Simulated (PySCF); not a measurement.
Does the answer move with the share of exact exchange?

Species: PH3.
SMILES: `P`

PySCF, pcSseg-1 basis, density fitting, gas phase, PBE0-D3(BJ)/def2-SVP geometry. One functional is left out:

```json
{"functional": "PBE", "exact exchange (%)": "0", "HOMO energy (eV)": "-6.65", "LUMO energy (eV)": "0.01", "dipole moment (D)": "0.975"}
{"functional": "B97-2", "exact exchange (%)": "21", "HOMO energy (eV)": "-7.62", "LUMO energy (eV)": "0.87", "dipole moment (D)": "0.947"}
{"functional": "PBE0", "exact exchange (%)": "25", "HOMO energy (eV)": "-7.86", "LUMO energy (eV)": "0.93", "dipole moment (D)": "0.983"}
{"functional": "mPW1PW91", "exact exchange (%)": "25", "HOMO energy (eV)": "-7.89", "LUMO energy (eV)": "0.92", "dipole moment (D)": "0.966"}
```

Task: Predict the row of B3LYP (20 % exact exchange) by straight lines through the other rows, and check it.

Result: 
```json
{"property": "HOMO energy (eV)", "line": "-7.61", "computed": "-7.64", "computed − line": "-0.03", "B97-2 (21 %), for comparison": "-7.62"}
{"property": "LUMO energy (eV)", "line": "0.77", "computed": "0.69", "computed − line": "-0.08", "B97-2 (21 %), for comparison": "0.87"}
{"property": "dipole moment (D)", "line": "0.967", "computed": "0.859", "computed − line": "-0.108", "B97-2 (21 %), for comparison": "0.947"}
```

Task: Which of these properties follows the share of exact exchange most closely, and which least?

Result: Most closely the HOMO energy, least the dipole moment; the correlations over the tabulated rows are HOMO energy -0.999, LUMO energy 0.995, dipole moment -0.177. The HOMO energy moves by -0.486 eV for every 10 %. Functionals with the same share still differ in their other parts: at 25 % PBE0 and mPW1PW91 differ by 0.03 eV in it.
